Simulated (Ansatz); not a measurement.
**CH₆AlN (built from SMILES C=N.[AlH3]): one structure at several levels**

One table from this session's results is given with a row withheld; the runs are named, their logs left out.

Method: single points in def2-TZVPP; program: Ansatz 0.2.0, Gaussian basis.

Cores are frozen in the correlated methods.

## Where the work starts

9 atoms, charge 0, spin multiplicity 1.

Atoms are counted from 1 here; the program's logs count them from 0.

Bond lengths: Al1–H2 1.746 Å, Al1–H3 1.629 Å, Al1–H4 1.605 Å, Al1–N5 2.249 Å, N5–C6 1.371 Å, N5–H7 1.102 Å, C6–H8 1.208 Å, C6–H9 1.135 Å. Angles: H2–Al1–H3 109.2°, H2–Al1–H4 116.6°, H2–Al1–N5 74.1°, H3–Al1–H4 123.0°, H3–Al1–N5 120.0°, H4–Al1–N5 104.1°, Al1–N5–C6 80.5°, Al1–N5–H7 120.4°, C6–N5–H7 114.5°, N5–C6–H8 122.4°, N5–C6–H9 114.5°, H8–C6–H9 113.7°.

Geometry (Å):

```xyz
9
charge 0, multiplicity 1
Al   -1.10670    0.01950   -0.76660
H    -0.45840   -1.15150    0.35440
H    -0.97610   -0.56020   -2.28300
H    -2.36790    0.87390   -0.26210
N     0.65630    1.01440    0.21300
C     0.95280   -0.29550    0.48790
H     0.51510    1.64780    1.10410
H     1.34280   -0.65730    1.57220
H     1.41820   -0.86490   -0.37720
```

The first run:

Input file run/in.yaml:

```yaml
crystal:
  periodic: [false, false, false]
  atoms:
    - {symbol: Al, position_ang: [-1.106700, 0.019500, -0.766600]}
    - {symbol: H, position_ang: [-0.458400, -1.151500, 0.354400]}
    - {symbol: H, position_ang: [-0.976100, -0.560200, -2.283000]}
    - {symbol: H, position_ang: [-2.367900, 0.873900, -0.262100]}
    - {symbol: N, position_ang: [0.656300, 1.014400, 0.213000]}
    - {symbol: C, position_ang: [0.952800, -0.295500, 0.487900]}
    - {symbol: H, position_ang: [0.515100, 1.647800, 1.104100]}
    - {symbol: H, position_ang: [1.342800, -0.657300, 1.572200]}
    - {symbol: H, position_ang: [1.418200, -0.864900, -0.377200]}
basis:
  gaussian: {orbitals: def2-TZVPP}
correlation: {method: ccsd_t}
output: {forces: true}
```

No record of the launch command was kept for these runs.

Among the steps run: CCSD(T)/def2-TZVPP; PBE0-D4/def2-TZVPP; wB97M-V/def2-TZVPP; r2SCAN-D4/def2-TZVPP; PBE-D4/def2-TZVPP; SPW92/def2-TZVPP; revPBE-D4/def2-TZVPP.

One table of the session follows, with a row left open; its other results are not shown here.

| method | RMS force component (eV/Å) | angle to CCSD(T) forces (°) | dipole (D) |
| --- | --- | --- | --- |
| CCSD(T) | 0.974 | reference | 2.34 |
| PBE0-D4 | ? | ? | ? |
| wB97M-V | 1.016 | 7.2 | 2.33 |
| r2SCAN-D4 | 0.953 | 5.9 | 2.22 |
| PBE-D4 | 0.851 | 5.6 | 2.11 |
| SPW92 | 0.870 | 16.3 | 2.10 |
| revPBE-D4 | 0.840 | 5.0 | 2.12 |

**Question.** Estimate the row for PBE0-D4.

The run gave: RMS force component (eV/Å): 0.997; angle to CCSD(T) forces (°): 9.1; dipole (D): 2.25. In the column «RMS force component (eV/Å)» it lies between CCSD(T) (0.974) and wB97M-V (1.016).
